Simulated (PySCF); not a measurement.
A simulated first-order isotropic EPR spectrum at 9.429 GHz has these lines.

```
field (mT)  relative intensity
    327.83                   1
    328.07                   1
    329.98                   3
    330.22                   3
    332.13                   3
    332.37                   3
    333.01                   2
    333.24                   2
    334.28                   1
    334.51                   1
    335.15                   6
    335.39                   6
    337.30                   6
    337.54                   6
    338.18                   1
    338.42                   1
    339.45                   2
    339.69                   2
    340.33                   3
    340.56                   3
    342.47                   3
    342.71                   3
    344.62                   1
    344.86                   1
```

(1) What is g?

(2) Take the pattern apart into splittings.

(3) The radical has the formula C5H7O. Propose a structure, and say which nuclei carry the couplings.

Results:

(1) The pattern is symmetric about 336.35 mT, so g = hν/(μB·B0) = 9429/(13.99624 × 336.35) = 2.0029, a shift of +0.6 × 10⁻³ from the free-electron value.

(2) The first two lines at either end are about 0.24 mT apart, which is the smallest coupling, and their intensity ratio 1:1 counts the nuclei that share it. In full: a 1:2:1 triplet of 5.17 mT (145 MHz), from 2 nuclei of spin 1/2; a 1:3:3:1 quartet of 2.15 mT (60 MHz), from 3 nuclei of spin 1/2; a 1:1 doublet of 0.24 mT (7 MHz), from 1 nucleus of spin 1/2. Check: Σ 2nI·a is the distance from the first to the last line, 17.03 mT.

(3) The pattern alone needn't single out one isomer; the structure behind this simulation is `C[C]1CC=CO1` [radical], numbered [CH3:1][C:2]1[CH2:3][CH:4]=[CH:5][O:6]1 (hydrogens: H7, H8, H9 on C1; H10, H11 on C3; H12 on C4; H13 on C5). 5.17 mT: 1H at H10/H11 (β, 2 bonds from C2; computed sign +); 2.15 mT: 1H at H7/H8/H9 (β, 2 bonds from C2; computed sign +); 0.24 mT: 1H at H12 (γ, 3 bonds from C2; computed sign −). Largest spin populations (Mulliken): C2 (+0.84), C3 (-0.09), C4 (+0.09) and H11 (+0.07). No atom but C2 exceeds +0.15. The positive populations add up to 1.21 and the negative ones to -0.21, together 2S = 1. The angles at C2 add up to 357.8°, so it is nearly planar.

Theory: UKS B3LYP, pcH-1 on C H O, non-relativistic, mean-field spin-orbit, GIAO (PySCF 2.14.0). Geometry: GFN2-xTB; no solvent, vibrations or thermal averaging. Couplings are sensitive to structure, and on GFN2-xTB geometries they can be far from those on DFT ones. No stability test was run, so a lower SCF solution isn't excluded.

Class means assume fast exchange of nuclei equivalent by connectivity; if that motion is slow, each nucleus keeps its own coupling. The three 1H nuclei of mean +60.2 MHz run from 9.4 to 115.4 MHz in the frozen geometry.

First-order positions only. To second order lines move to lower field by a²/(2B0)·[J(J+1) − M²], with J the total spin of the equivalent nuclei and M its projection: up to 0.08 mT for the 5.17 mT coupling at this field, and inner lines split by J.

Rare isotopes and splittings under 0.04 mT were left out of the simulation.

Hardware: an Arm Neoverse V1 with one thread, shared host with 32 logical CPUs at a one-minute load of 20. Cost: 33 s wall (with the writing of density and orbital grids), 0.86 GiB resident at most.
